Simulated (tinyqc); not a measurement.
CIS on RHF in the sto-3g basis, frozen core, for BH2+, spin multiplicity 1, step by step. One step of it, computed by the program tinyqc.

Question. CIS triplet states. Diagonalise A (1 hartree = 27.211386 eV); each vector has its largest component positive (the first on a tie).

CIS matrix A, triplet (hartree), lower triangle:
```
           2>4       2>5        2>6        2>7        3>4       3>5       3>6       3>7
2>4   0.314793
2>5   0.000000  0.340444
2>6  -0.023546  0.000000   0.720401
2>7   0.000000  0.000000   0.000000   0.899020
3>4   0.000000  0.000000   0.000000   0.063291   0.201529
3>5   0.000000  0.000000   0.000000   0.000000   0.000000  0.241279
3>6   0.000000  0.000000   0.000000  -0.122851  -0.003780  0.000000  0.593405
3>7   0.063291  0.000000  -0.122851   0.000000   0.000000  0.000000  0.000000  0.749734
```

Give: triplet excitation energies; lowest vectors.

Answer.

triplet excitation energies (eV): 5.3251  6.5655  8.3179  9.2640  14.9933  16.6871  23.5654  25.7764

lowest vectors:
```
     state 1  state 2  state 3  state 4  state 5  state 6
2>4   0.0000   0.0000   0.9905   0.0000   0.0000   0.0773
2>5   0.0000   0.0000   0.0000   1.0000   0.0000   0.0000
2>6   0.0000   0.0000   0.0157   0.0000   0.0000   0.7586
2>7  -0.0929   0.0000   0.0000   0.0000   0.3246   0.0000
3>4   0.9955   0.0000   0.0000   0.0000   0.0486   0.0000
3>5   0.0000   1.0000   0.0000   0.0000   0.0000   0.0000
3>6  -0.0192   0.0000   0.0000   0.0000   0.9446   0.0000
3>7   0.0000   0.0000  -0.1368   0.0000   0.0000   0.6469
```
